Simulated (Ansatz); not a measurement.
The same path of C$_{3}$H$_{8}$FNS (14 atoms, charge 0, multiplicity 1) was run twice with different band settings. The coordinate that changes most is the dihedral S2–C3–N5–H14.

All numbers below come from RHF/def2-SVP in Ansatz 0.2.0.

Relaxed end points:

```xyz
14
Properties=species:S:1:pos:R:3
C -1.368 -1.588 -0.682
S -1.445 0.109 -0.056
C 0.314 0.649 -0.128
C 1.198 -0.046 0.886
N 0.387 2.058 0.019
F 0.781 0.337 -1.368
H -2.399 -1.920 -0.796
H -0.862 -2.257 0.012
H -0.877 -1.611 -1.651
H 1.190 -1.123 0.726
H 0.854 0.157 1.899
H 2.218 0.318 0.767
H -0.274 2.535 -0.567
H 0.271 2.353 0.969
```

```xyz
14
Properties=species:S:1:pos:R:3
C -1.422 -1.589 -0.634
S -1.497 0.013 0.205
C 0.211 0.628 -0.014
C 1.219 -0.030 0.905
N 0.156 2.020 0.195
F 0.603 0.332 -1.304
H -2.428 -2.003 -0.580
H -0.738 -2.277 -0.138
H -1.138 -1.467 -1.675
H 1.252 -1.104 0.734
H 0.957 0.161 1.943
H 2.213 0.374 0.701
H 1.065 2.443 0.142
H -0.466 2.471 -0.450
```

Common settings: movable images 7; climbing image yes; spring 5.0 eV/Å²; start path IDPP; force threshold 0.05 eV/Å; iteration limit 60; end points relaxed.

| run | optimiser | largest step |
| --- | --- | --- |
| 1 | quadratic models (default) | default |
| 2 | lbfgs | 0.5 Å |

Q: What does each run give, and how far can it be trusted?

A: Run 1: converged after 7 iterations, highest image 0.144 eV above the first end. A vibrational analysis at the climbing image gives one clearly imaginary mode, 342i cm⁻¹: a first-order saddle point.
Run 2: converged after 31 iterations, highest image 0.144 eV above the first end. Another band between the same ends (7 images) ends at a top of the same energy, where a vibrational analysis finds 1 clearly imaginary mode.
